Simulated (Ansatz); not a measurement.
This script drives Ansatz 0.2.0 through its Python package.

`ccl4.py`
```python
"""Harmonic frequencies of CCl4 at its relaxed geometry."""

import itertools
import logging
import sys
import warnings

import ansatz as az
from ase.data import atomic_numbers, covalent_radii
import numpy as np

logging.basicConfig(stream=sys.stdout, format="%(levelname)s %(message)s")
log = logging.getLogger("ccl4")
log.setLevel(logging.INFO)

GEOMETRY = """
Cl    1.35760   -1.15030   -0.09160
C    -0.00000    0.00000    0.00000
Cl    0.63180    1.66600   -0.00550
Cl   -1.07190   -0.23330   -1.40400
Cl   -0.91740   -0.28230    1.50110
"""

warnings.simplefilter("ignore", az.DeckWarning)

system = az.Crystal.molecule()
for line in GEOMETRY.strip().splitlines():
    symbol, *xyz = line.split()
    system = system.atom(symbol, [float(v) for v in xyz])

setup = (
    system.calculation()
    .basis(gaussian="cc-pVDZ")
    .functional("pbe0", dispersion="d3bj")
)
symbols = [site.symbol for site in system.cartesian_sites]
start = np.array([site.position_ang for site in system.cartesian_sites], dtype=float)
summary = setup.relax(force_tolerance=0.003, max_steps=100).run(threads=1).report
end = np.array(summary["positions_ang"])

# pairs closer than 1.2 times the sum of covalent radii, before or after
radius = [covalent_radii[atomic_numbers[s]] for s in symbols]
span = lambda where, i, j: np.linalg.norm(where[i] - where[j])
bonded = [(i, j) for i, j in itertools.combinations(range(len(symbols)), 2) if min(span(start, i, j), span(end, i, j)) < 1.2 * (radius[i] + radius[j])]
log.info("pair        before    after (A)")
for i, j in bonded:
    print(f"{symbols[i]}{i}-{symbols[j]}{j}".ljust(10), f"{span(start, i, j):8.4f} {span(end, i, j):8.4f}")

# frequencies need a stationary point, so they are taken at the relaxed geometry
minimum = az.Crystal.molecule()
for symbol, place in zip(symbols, end):
    minimum = minimum.atom(symbol, place.tolist())
vibrating = (
    minimum.calculation()
    .basis(gaussian="cc-pVDZ")
    .functional("pbe0", dispersion="d3bj")
    .phonons(temperatures=(298.15, 498.15, 100))
)
vib = vibrating.run(threads=1).report["vibrations"]
sums = vib["harmonic_sums"]
modes = [m["omega_inv_cm"] for m in sums["modes_at_gamma"] if m["rigid_motion"] == "no"]
for number, w in enumerate(modes, start=1):
    log.info(f"mode {number:2d} {w:9.1f} 1/cm {w / 8065.544 * 1000:8.2f} meV")
print("imaginary modes:", sum(w < 0 for w in modes), " zero-point energy:", round(sums["zero_point_energy_ev"], 4), "eV")
log.info("T (K)   F_vib (eV)   S_vib (meV/K)   C_vib (meV/K)")
for row in zip(sums["temperatures_k"], sums["vibrational_free_energy_ev"], vib["entropy_ev_per_k"], vib["heat_capacity_ev_per_k"]):
    log.info(f"{row[0]:6.1f} {row[1]:11.4f} {1000 * row[2]:13.4f} {1000 * row[3]:15.4f}")
```

It is started by `python ccl4.py`. Estimate its wall time and peak memory on 1 thread of Arm Neoverse V1 (shared host).

It took about 80 s, with a peak of 0.29 GiB, for 2 runs of the engine.

```console
$ python ccl4.py
INFO pair        before    after (A)
Cl0-C1       1.7818   1.7751
C1-Cl2       1.7818   1.7751
C1-Cl3       1.7817   1.7751
C1-Cl4       1.7817   1.7751
INFO mode  1     221.4 1/cm    27.45 meV
INFO mode  2     221.4 1/cm    27.45 meV
INFO mode  3     319.6 1/cm    39.63 meV
INFO mode  4     319.6 1/cm    39.63 meV
INFO mode  5     319.6 1/cm    39.63 meV
INFO mode  6     468.7 1/cm    58.11 meV
INFO mode  7     792.7 1/cm    98.29 meV
INFO mode  8     792.8 1/cm    98.29 meV
INFO mode  9     792.8 1/cm    98.29 meV
imaginary modes: 0  zero-point energy: 0.2634 eV
INFO T (K)   F_vib (eV)   S_vib (meV/K)   C_vib (meV/K)
INFO  298.1      0.2187        0.3995          0.5131
INFO  398.1      0.1705        0.5608          0.5993
INFO  498.1      0.1072        0.7012          0.6516
```

The frequencies are harmonic and unscaled, in a modest basis. The result belongs to the one conformer reached from this start, and soft torsions count as harmonic oscillators.

(Lines on the test bed's own set-up are left out of the output.)
